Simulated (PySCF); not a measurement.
## TDDFT excited states: [PH4]+

PH₄ (charge +1).
Structure used (PBE0-D3(BJ)/def2-SVP), in Å, numbered top down from 1:
```
atom  x, y, z in Å
P1    -0.0227    0.0150   -0.0201
H2    -0.7917   -0.8582   -0.8145
H3     0.2973   -0.6169    1.1977
H4    -0.7609    1.1867    0.2390
H5     1.1638    0.3487   -0.7024
```

Theory: PySCF 2.14.0, density-fitted response routines, TDDFT B3LYP/def2-SVPD, vertical, gas phase, core orbitals frozen in the response.

Question: Predict the UV-vis stick spectrum at this level.

Answer: 

| state | E (eV) | E (kJ/mol) | λ (nm) | f | \|μ\| (D) | main configurations (H = HOMO, L = LUMO) |
| --- | --- | --- | --- | --- | --- | --- |
| S1 | 11.11 | 1072 | 111.6 | 0.0000 | 0.00 | H-2/H-1/H→L/L+1/L+2 (99%) |
| S2 | 11.11 | 1072 | 111.6 | 0.0000 | 0.00 | H-2/H-1/H→L/L+1/L+2 (99%) |
| S3 | 11.11 | 1072 | 111.6 | 0.0000 | 0.00 | H-2/H-1/H→L/L+1/L+2 (98%) |
| S4 | 11.38 | 1098 | 108.9 | 0.0000 | 0.00 | H-2/H-1/H→L/L+1/L+2 (≥62%) |
| S5 | 11.38 | 1098 | 108.9 | 0.0000 | 0.00 | H-2/H-1/H→L/L+1/L+2 (≥55%) |

The lowest singlet level (S1/S2/S3) lies at 11.11 eV (112 nm, vacuum ultraviolet) and is dark (f under 0.0005). The largest oscillator strength of a single state is 0.0000. S1/S2/S3 and S4/S5 lie within about 0.01 eV of each other in each set; the point group Td has degenerate representations, and within a degenerate level the listed configurations can mix freely. Löwdin shares by element: HOMO (one of a set within 0.03 eV) phosphorus 49%, hydrogen 48% or more; LUMO (one of a set within 0.03 eV) phosphorus 56%, hydrogen 35% or more. Orbital energies (eV): HOMO-3 -26.16, HOMO-2 -18.88, HOMO-1 -18.88, HOMO -18.88, LUMO -6.19, LUMO+1 -6.19, LUMO+2 -6.19. The listed states span 0.27 eV, and the widest gap between neighbours is 0.27 eV (S3 to S4). Of the 5 states listed, none reaches f = 0.01 and 5 stay under 0.0005. Orbitals of the list HOMO-3 to LUMO+2 that lie within 0.01 eV of each other are written together with a slash and their weights summed (≥ marks a lower bound); for degenerate orbitals outside that list single weights are arbitrary. Singlets were solved by full linear response. The highest level found (11.84 eV, f 0.013 so far) is left out, since the window may have cut off a degenerate partner.
